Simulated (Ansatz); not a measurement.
# C4H4ClF: a ladder of functionals and wavefunction methods

One table from this session's results is given with a row withheld; the runs are named, their logs left out.

Computed with Ansatz 0.2.0, Gaussian basis. Level: functionals in def2-TZVPP, the program's frozen cores in correlated methods.

The runs, in order: PBE-D4, r2SCAN-D4, PBE0-D4, B3LYP-D4, ωB97X-V, ωB97M-V, B2PLYP; CCSD(T)/def2-TZVPP; MP2/def2-QZVPP; extrapolation to the limit.

## Structure used throughout

All runs share one geometry, relaxed beforehand with PBE0-D4 in a triple-zeta def2 set.

10 atoms, charge 0, spin multiplicity 1.

Atoms are counted from 1 here; the program's logs count them from 0.

Bond lengths: F1–C2 1.315 Å, C2–C3 1.328 Å, C2–C5 1.486 Å, C3–C4 1.515 Å, C3–H7 1.080 Å, C4–C5 1.556 Å, C4–H8 1.090 Å, C4–H9 1.093 Å, C5–Cl6 1.778 Å, C5–H10 1.090 Å. Angles: F1–C2–C3 134.5°, F1–C2–C5 128.7°, C3–C2–C5 96.8°, C2–C3–C4 91.9°, C2–C3–H7 134.9°, C4–C3–H7 133.2°, C3–C4–C5 86.6°, C3–C4–H8 115.4°, C3–C4–H9 116.4°, C5–C4–H8 112.5°, C5–C4–H9 114.4°, H8–C4–H9 109.9°, C2–C5–C4 84.6°, C2–C5–Cl6 116.7°, C2–C5–H10 116.2°, C4–C5–Cl6 116.4°, C4–C5–H10 115.1°, Cl6–C5–H10 107.0°.

Set-up of the first run:

in.yaml

```yaml
crystal:
  periodic: [false, false, false]
  atoms:
    - {symbol: F, position_ang: [2.239489, 0.559888, -0.646798]}
    - {symbol: C, position_ang: [1.064587, 0.129286, -0.241707]}
    - {symbol: C, position_ang: [0.651217, -0.908943, 0.476149]}
    - {symbol: C, position_ang: [-0.795797, -0.472441, 0.367724]}
    - {symbol: C, position_ang: [-0.280980, 0.689855, -0.529846]}
    - {symbol: Cl, position_ang: [-0.600901, 2.339358, 0.051292]}
    - {symbol: H, position_ang: [1.134951, -1.758225, 0.936599]}
    - {symbol: H, position_ang: [-1.247388, -0.115582, 1.293941]}
    - {symbol: H, position_ang: [-1.475455, -1.164205, -0.135660]}
    - {symbol: H, position_ang: [-0.606724, 0.649708, -1.568794]}
basis:
  gaussian: {orbitals: def2-TZVPP}
hamiltonian: {xc: pbe, dispersion: d4}
output: {forces: true, orbitals: {seedname: orbitals}}
```

The run is started by

```sh
$ ansatz run in.yaml --threads 4 --pin off --events-out ev --progress --plain --max-ram 10444MiB
```

Steps of the session up to this table: PBE-D4 (GGA); r2SCAN-D4 (meta-GGA); PBE0-D4 (hybrid); B3LYP-D4 (hybrid); ωB97X-V (range-separated); ωB97M-V (range-separated); B2PLYP (double hybrid); CCSD(T) in def2-TZVPP; MP2 in def2-QZVPP.

One of the session's tables, all rows but one given; the rest of the session is left out.

```
            method  atomisation energy (kJ/mol)
            PBE-D4                       4327.5
         r2SCAN-D4                       4180.2
           PBE0-D4                       4223.7
          B3LYP-D4                       4137.3
           ωB97X-V                       4162.1
           ωB97M-V                       4170.5
            B2PLYP                            ?
     HF/def2-TZVPP                       2966.0
    MP2/def2-TZVPP                       4163.6
   CCSD/def2-TZVPP                       3951.6
CCSD(T)/def2-TZVPP                       4035.1
           MP2/CBS                       4271.3
       CCSD(T)/CBS                       4142.9
```

Q: Estimate the row for B2PLYP from the others.

The run gave: atomisation energy (kJ/mol): 4104.3. In the column «atomisation energy (kJ/mol)» it lies between CCSD(T)/def2-TZVPP (4035.1) and B3LYP-D4 (4137.3).

Limits of these values: Free atoms (1 F, 4 C, 1 Cl, 4 H) were run apart at each level; the atomisation energy is their sum less the molecule, without zero-point or spin-orbit terms.
